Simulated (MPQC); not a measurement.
# ROPBE0-1/3/STO-3G run of CF (SMILES [C]F)

What is the energy difference between two shapes of CF at ROPBE0-1/3/STO-3G? 

The results are computed with MPQC 2.3.1.

8 further runs of the same task are left out: 5 that didn't finish, 3 set aside as unsound or not needed.

### Step 1. The molecule

The species is CF (2 atoms), meant as a doublet with charge 0. SMILES: `[C]F`. Geometry: relaxed at GFN2-xTB.

Bond lengths: C1–F2 1.274 Å.

### Step 2. The energy at ROPBE0-1/3/STO-3G

Input file job.in:

```
% emacs should use -*- KeyVal -*- mode
molecule<Molecule>: (
    symmetry = c1
    unit = angstrom
    { atoms geometry } = {
        C  [ 0.000000       0.000000       0.000000 ]
        F  [ 0.000000       0.000000       1.274400 ]
    }
)
basis<GaussianBasisSet>: (
    name = "STO-3G"
    molecule = $:molecule
)
mpqc: (
    checkpoint = no
    savestate = no
    restart = no
    do_energy = yes
    do_gradient = no
    optimize = no
    mole<HSOSKS>: (
        molecule = $:molecule
        basis = $:basis
        total_charge = 0
        multiplicity = 2
        memory = 1000000000
        print_evals = yes
        print_npa = yes
        maxiter = 60
        functional<SumDenFunctional>: (
            a0 = 0.3333333333
            coefs = [ 0.6666666667 1 ]
            funcs: [ <PBEXFunctional>: () <PBECFunctional>: () ]
        )
        integrator<RadialAngularIntegrator>: ( grid = fine )
        guess_wavefunction<HSOSHF>: (
            molecule = $:molecule
            total_charge = 0
            multiplicity = 2
            memory = 1000000000
            value_accuracy = 1e-3
            basis<GaussianBasisSet>: (
                name = "STO-3G"
                molecule = $:molecule
            )
        )
    )
)
```

Launch:

```sh
$ mpqc job.in > job.out
```

The log of the run:

```text
MPQC: Massively Parallel Quantum Chemistry
[...]
  Integrated electron density error = -0.000134359766
  iter     1 energy = -135.4834986755 delta = 7.19067e-01
  Integrated electron density error = -0.000262880910
  iter     2 energy = -135.7211849339 delta = 1.84521e-01
[...]
  Integrated electron density error = 0.000014395483
  iter     8 energy = -135.7448963917 delta = 1.72102e-04
  Integrated electron density error = -0.000004285911
  iter     9 energy = -135.7448876670 delta = 4.45093e-05
  Integrated electron density error = -0.000004285913
  iter    10 energy = -135.7448876677 delta = 8.40692e-06
  Integrated electron density error = -0.000004285911
  iter    11 energy = -135.7448876678 delta = 1.73043e-06
[...]
  LUMO is     9   A =   0.083802
  total scf energy = -135.7448876678
Value of the MolecularEnergy: -135.7448876678
[...]
        symmetry = c1
[...]
        nbasis = 10
[...]
```

It took 0.32 s on 1 thread of Arm Neoverse V2, shared host.

### Step 3. The distorted shape, same level

Input file input.in:

```
% emacs should use -*- KeyVal -*- mode
molecule<Molecule>: (
   symmetry = c1
   unit = angstrom
   { atoms geometry } = {
      C  [ -0.068630 0.019172 -0.036374 ]
      F  [ -0.087012 0.010970 1.224823 ]
   }
)
basis<GaussianBasisSet>: (
   name = "STO-3G"
   molecule = $:molecule
)
mpqc: (
   checkpoint = no
   savestate = no
   restart = no
   do_energy = yes
   do_gradient = no
   optimize = no
   mole<HSOSKS>: (
      molecule = $:molecule
      basis = $:basis
      total_charge = 0
      multiplicity = 2
      memory = 1000000000
      print_evals = yes
      print_npa = yes
      maxiter = 60
      functional<SumDenFunctional>: (
         a0 = 0.3333333333
         coefs = [ 0.6666666667 1 ]
         funcs: [ <PBEXFunctional>: () <PBECFunctional>: () ]
      )
      integrator<RadialAngularIntegrator>: ( grid = fine )
      guess_wavefunction<HSOSHF>: (
         molecule = $:molecule
         total_charge = 0
         multiplicity = 2
         memory = 1000000000
         value_accuracy = 1e-3
         basis<GaussianBasisSet>: (
            name = "STO-3G"
            molecule = $:molecule
         )
      )
   )
)
```

Launch:

```sh
$ mpqc -o input.out input.in
```

The log of the run:

```text
MPQC: Massively Parallel Quantum Chemistry
[...]
  Integrated electron density error = 0.000137747845
  iter     1 energy = -135.4808785586 delta = 7.23115e-01
  Integrated electron density error = 0.000062691855
  iter     2 energy = -135.7191928144 delta = 1.89346e-01
[...]
  Integrated electron density error = 0.000011212380
  iter     8 energy = -135.7435107080 delta = 2.03713e-04
  Integrated electron density error = -0.000003107771
  iter     9 energy = -135.7435044025 delta = 5.00765e-05
  Integrated electron density error = -0.000003107777
  iter    10 energy = -135.7435044035 delta = 9.87554e-06
  Integrated electron density error = -0.000003107776
  iter    11 energy = -135.7435044036 delta = 2.07048e-06
[...]
  LUMO is     9   A =   0.086639
  total scf energy = -135.7435044036
Value of the MolecularEnergy: -135.7435044036
[...]
        symmetry = c1
[...]
        nbasis = 10
[...]
```

Wall time 0.32 s (1 thread of Arm Neoverse V2, shared host).

### Step 4. Results

Level: ROPBE0-1/3/STO-3G.

```
                              quantity          value
             first shape: total energy  -135.74489 Eh
         distorted shape: total energy  -135.74350 Eh
energy change with the atoms displaced       0.038 eV
```

What this shows: With the atoms displaced the energy rises by 0.04 eV (0.9 kcal/mol). The first shape isn't relaxed at this level, so the change isn't measured from a minimum. The minimal basis adds a large error of its own.
